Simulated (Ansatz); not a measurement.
This script makes a ladder of basis sets of BH₂O, SMILES B[O] with Ansatz 0.2.0 through its Python package.

Input file `bh2o.xyz`:
```text
4

B    -0.01550   -0.03550   -0.02950
O     1.12380   -0.34790    0.72280
H    -1.10990   -0.56790    0.12790
H     0.05710    0.89100   -0.84140
```

The script, `run_basis.py`:
```python
import ansatz as az


def main() -> None:
    mol = az.Crystal.molecule_from_extxyz('bh2o.xyz')

    model = mol.calculation()
    model = model.functional('HF')
    model = model.spin('collinear', total=1)

    energies = {}
    for basis in ['STO-3G', '6-31G', '6-31G*', 'def2-SVP', 'def2-SVPD', 'def2-TZVP', 'def2-TZVPP']:
        rep = model.basis(gaussian=basis).run(threads=1).report
        size = rep['n_frozen'] + rep['n_occupied'][0] + rep['n_virtual'][0]
        energies[basis] = (rep['reference_energy_ev'] / 27.211386246, rep['free_energy_ev'] / 27.211386246)
        print(f'{basis:14s} {size:4d} orbitals  reference {energies[basis][0]:14.6f} Ha  total {energies[basis][1]:14.6f} Ha')

    last = energies['def2-TZVPP'][1]
    for basis, (_, total) in energies.items():
        print(f'{basis:14s} lies {27.211386 * (total - last):9.4f} eV above def2-TZVPP')


if __name__ == '__main__':
    main()
```

How far does the total energy move along this ladder of basis sets?

Against STO-3G: 6-31G -1276.7 mHa, 6-31G* -1314.3 mHa, def2-SVP -1234.4 mHa, def2-SVPD -1239.1 mHa, def2-TZVP -1356.2 mHa and def2-TZVPP -1356.5 mHa. The last step alone is -0.31 mHa (these two sets differ little on atoms other than hydrogen).

The run itself:

```console
$ python run_basis.py
STO-3G           12 orbitals  reference     -99.381118 Ha  total     -99.381118 Ha
6-31G            22 orbitals  reference    -100.657800 Ha  total    -100.657800 Ha
6-31G*           34 orbitals  reference    -100.695435 Ha  total    -100.695435 Ha
def2-SVP         38 orbitals  reference    -100.615551 Ha  total    -100.615551 Ha
def2-SVPD        59 orbitals  reference    -100.620226 Ha  total    -100.620226 Ha
def2-TZVP        74 orbitals  reference    -100.737313 Ha  total    -100.737313 Ha
def2-TZVPP       90 orbitals  reference    -100.737626 Ha  total    -100.737626 Ha
STO-3G         lies   36.9125 eV above def2-TZVPP
6-31G          lies    2.1722 eV above def2-TZVPP
6-31G*         lies    1.1481 eV above def2-TZVPP
def2-SVP       lies    3.3218 eV above def2-TZVPP
def2-SVPD      lies    3.1946 eV above def2-TZVPP
def2-TZVP      lies    0.0085 eV above def2-TZVPP
def2-TZVPP     lies    0.0000 eV above def2-TZVPP
```

These settings explore the input space; basis and method may be short of convergence. The geometry is a force-field or estimated start, not a minimum of this method, and the last set is no limit. Much of the fall in a total is atomic energy, which cancels in bond and reaction energies. The species is open-shell (spin multiplicity 2). Totals across families of basis sets mostly measure their core functions. Hardware and time: 3.3 s on 1 thread of Arm Neoverse V1 (shared host), peak memory 0.19 GiB.
